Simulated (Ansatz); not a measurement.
# C4H7ClO: vertical ionisation energy

An exercise on one series of results from a longer session: the logs are not shown, and one member is left open.

Method: unrestricted cation, the program's frozen cores in correlated methods; program: Ansatz 0.2.0, Gaussian basis.

Plan: UKS PBE-D4/def2-TZVPP; UKS r2SCAN-D4/def2-TZVPP; UKS PBE0-D4/def2-TZVPP; UKS B3LYP-D4/def2-TZVPP; UKS wB97X-V/def2-TZVPP; UKS wB97M-V/def2-TZVPP; UKS B2PLYP/def2-TZVPP; UHF-CCSD(T)/def2-TZVPP; UHF-MP2/def2-QZVPP; extrapolation to the limit; then −ε(HOMO) from the neutral's earlier runs with LDA (SPW92), PBE-D4, revPBE-D4, BLYP-D4, r2SCAN-D4, B97M-V, PBE0-D4, B3LYP-D4, r2SCANh-D4, r2SCAN0-D4, HSE06-D4, BHLYP-D4, CAM-B3LYP-D4, LC-ωPBE, ωB97X-V, ωB97M-V.

### The relaxed structure

The geometry comes from an earlier relaxation with PBE0-D4 in a triple-zeta def2 set; it is a stationary point, not always the lowest conformer.

SMILES `C=COCCCl`, 13 atoms, charge 0, spin multiplicity 1.

Atoms are counted from 1 here; the program's logs count them from 0.

Bond lengths: C1–C2 1.324 Å, C1–H7 1.080 Å, C1–H8 1.083 Å, C2–O3 1.352 Å, C2–H9 1.088 Å, O3–C4 1.412 Å, C4–C5 1.508 Å, C4–H10 1.096 Å, C4–H11 1.096 Å, C5–Cl6 1.776 Å, C5–H12 1.089 Å, C5–H13 1.089 Å. Angles: C2–C1–H7 119.5°, C2–C1–H8 121.5°, H7–C1–H8 118.9°, C1–C2–O3 122.6°, C1–C2–H9 122.1°, O3–C2–H9 115.3°, C2–O3–C4 115.3°, O3–C4–C5 106.7°, O3–C4–H10 110.8°, O3–C4–H11 110.8°, C5–C4–H10 110.1°, C5–C4–H11 110.1°, H10–C4–H11 108.4°, C4–C5–Cl6 109.6°, C4–C5–H12 111.0°, C4–C5–H13 111.0°, Cl6–C5–H12 107.9°, Cl6–C5–H13 107.9° and more.

Geometry (Å):

```xyz
13

C    -1.5791   -1.9345    0.9806
C    -0.7673   -1.3008    0.1478
O    -0.2746   -0.0684    0.4075
C     0.5826    0.4604   -0.5818
C     1.0088    1.8252   -0.1021
Cl    2.0959    2.5635   -1.2965
H    -1.9443   -2.9181    0.7227
H    -1.8884   -1.4901    1.9181
H    -0.4509   -1.7394   -0.7967
H     0.0617    0.5447   -1.5428
H     1.4606   -0.1817   -0.7189
H     1.5460    1.7569    0.8425
H     0.1491    2.4824    0.0194
```

The first run:

File in.yaml:

```yaml
crystal:
  periodic: [false, false, false]
  atoms:
    - {symbol: C, position_ang: [-1.579149, -1.934518, 0.980629]}
    - {symbol: C, position_ang: [-0.767341, -1.300780, 0.147849]}
    - {symbol: O, position_ang: [-0.274627, -0.068371, 0.407469]}
    - {symbol: C, position_ang: [0.582614, 0.460370, -0.581771]}
    - {symbol: C, position_ang: [1.008760, 1.825241, -0.102056]}
    - {symbol: Cl, position_ang: [2.095934, 2.563454, -1.296493]}
    - {symbol: H, position_ang: [-1.944254, -2.918067, 0.722735]}
    - {symbol: H, position_ang: [-1.888436, -1.490130, 1.918101]}
    - {symbol: H, position_ang: [-0.450935, -1.739433, -0.796726]}
    - {symbol: H, position_ang: [0.061711, 0.544705, -1.542783]}
    - {symbol: H, position_ang: [1.460613, -0.181710, -0.718915]}
    - {symbol: H, position_ang: [1.545984, 1.756894, 0.842538]}
    - {symbol: H, position_ang: [0.149116, 2.482363, 0.019412]}
basis:
  gaussian: {orbitals: def2-TZVPP}
total_charge: 1
magnetization: {spin_polarized: true, initial_magnetization: 1}
hamiltonian: {xc: pbe, dispersion: d4}
```

Run with:

```bash
$ ansatz run in.yaml --threads 2 --pin off --events-out ev --progress --plain --max-ram 32768MiB --backend cuda --devices 0, --max-vram 18GiB
```

Steps of the session up to this table: Cation, UKS PBE-D4/def2-TZVPP; Cation, UKS r2SCAN-D4/def2-TZVPP; Cation, UKS PBE0-D4/def2-TZVPP; Cation, UKS B3LYP-D4/def2-TZVPP; Cation, UKS wB97X-V/def2-TZVPP; Cation, UKS wB97M-V/def2-TZVPP; Cation, UKS B2PLYP (frozen core)/def2-TZVPP; Cation, UHF-CCSD(T)/def2-TZVPP; Cation, UHF-MP2/def2-QZVPP.

One table of the session follows, with a row left open; its other results are not shown here.

It belongs to the step «Ionisation energies side by side». For comparison, −ε(HOMO) of the neutral from earlier runs:

```
  functional  −ε(HOMO) (eV)
 LDA (SPW92)           5.75
      PBE-D4           5.57
   revPBE-D4           5.50
     BLYP-D4           5.43
   r2SCAN-D4              ?
      B97M-V           5.84
     PBE0-D4           6.79
    B3LYP-D4           6.57
  r2SCANh-D4           6.26
  r2SCAN0-D4           6.95
    HSE06-D4           6.38
    BHLYP-D4           7.87
CAM-B3LYP-D4           8.13
     LC-ωPBE           9.47
     ωB97X-V           9.12
     ωB97M-V           9.04
```

Q: Estimate the row for r2SCAN-D4 from the others.

Worked estimate for «−ε(HOMO) (eV)». Against the share of exact exchange, r2SCANh-D4 (0.1, 6.26), r2SCAN0-D4 (0.25, 6.95) give a slope of 4.60 per unit share; at 0 the line stands at 5.80.

**Answer.** −ε(HOMO) (eV): 5.79. In «−ε(HOMO) (eV)» the line misses by +0.01.
